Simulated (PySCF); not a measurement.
BF3, SMILES FB(F)F (connectivity only; charge and spin as stated), charge +1, multiplicity 2.

Coordinates come from a ωB97X-D3(BJ)/def2-TZVP optimisation. The spin state was assumed, not searched. The isomer is the one that the SMILES or the coordinates give; other isomers of the formula were not compared.

These are r2SCAN/def2-TZVPD in PySCF values and carry that method's errors.

Gas-phase values at a fixed geometry.

Problem. Estimate the frontier levels, dipole moment and polarisability. (The exact figures need the calculation; the answer reports its results.)

Solution. 
```yaml
"α spin, highest occupied and lowest empty level": -19.89 and -8.23 eV
"β spin, highest occupied and lowest empty level": -19.79 and -18.24 eV
dipole_moment_about_the_centre_of_nuclear_charge: 0.42 D
mean_static_polarisability: 19.0 bohr³ (2.82 Å³)
polarisability_principal_values: 10.9, 19.6, 26.7 bohr³
"⟨S²⟩": 0.755 (pure state 0.75)
```
